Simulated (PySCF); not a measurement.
Bonds broken one at a time in the series formyl-X. All species are isolated molecules in the gas phase. One relaxed conformer stands for each flexible species; it need not be the lowest. Strings in code marks are SMILES.

The numbers are results of TPSSh-D3(BJ)/def2-TZVP // PBE0-D3(BJ)/def2-TZVP (PySCF), not measurements. All candidates: neutral, multiplicity 2. 

| Property | Value |
|---|---|
| dipole moment | 1.75 D |
| highest occupied spin orbital | -5.95 eV |

**Question.** Say which member has these values.
A. `[NH2]`
B. `C[S]`
C. `C[N]C`
D. `C[CH]C`

**Answer.** B, `C[S]`. The others give `C[CH]C`: 0.20 D, -4.72 eV; `C[N]C`: 1.71 D, -6.38 eV; `[NH2]`: 1.92 D, -7.84 eV
